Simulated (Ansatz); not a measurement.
Al2, triplet: reading a ladder of total energies

Geometry: a PBE0/def2-TZVP stationary point for this spin.

```json
{"atom": "Al", "x (Å)": "0.0000", "y (Å)": "0.0000", "z (Å)": "0.0000"}
{"atom": "Al", "x (Å)": "0.0000", "y (Å)": "0.0000", "z (Å)": "2.4788"}
```

Basis cc-pVDZ; Ansatz 0.2.0. Correlated methods freeze the noble-gas cores, which leaves 6 electrons in 26 orbitals. R marks a restricted (for open shells ROHF) determinant, U an unrestricted one.

Full CI is exact within this basis and frozen core; it isn't the basis-set limit. The frozen core follows each run's orbitals, which can shift R against U totals by a few meV.

The cluster runs stand on a determinant 0.16 eV above the lowest UHF solution, chosen by trial CCSD; the correlation energy below is counted from it.

Runs differ by some tens of microhartree through their thresholds and, for an open shell, their frozen cores, so steps under 0.1 kcal/mol mean nothing.

```tsv
level	total energy (hartree)
UHF determinant under the cluster runs	-483.760898
UMP2	-483.849652
UCCSD	-483.877022
UCCSD(T)	-483.884182
UCCSDT	-483.886250
UCCSDT(Q)	-483.886852
full CI	-483.886974
```

Question: What is the correlation energy at full CI, and what share of it do UMP2 and UCCSDT(Q) recover?

Answer: E(corr) = -483.886974 − (-483.760898) = -0.126076 hartree = -3.431 eV. UMP2: -0.088754 / -0.126076 = 70.40 %. UCCSDT(Q): -0.125954 / -0.126076 = 99.90 %.

Question: By how many kcal/mol does UCCSD(T) miss full CI (1 hartree = 627.509 kcal/mol), and which steps make up the rest?

Answer: -483.884182 − (-483.886974) = 0.002792 hartree = 1.75 kcal/mol. Steps: UCCSDT − UCCSD(T) = -1.30, UCCSDT(Q) − UCCSDT = -0.38, full CI − UCCSDT(Q) = -0.08 kcal/mol. Differences between like states or geometries often cancel part of this.
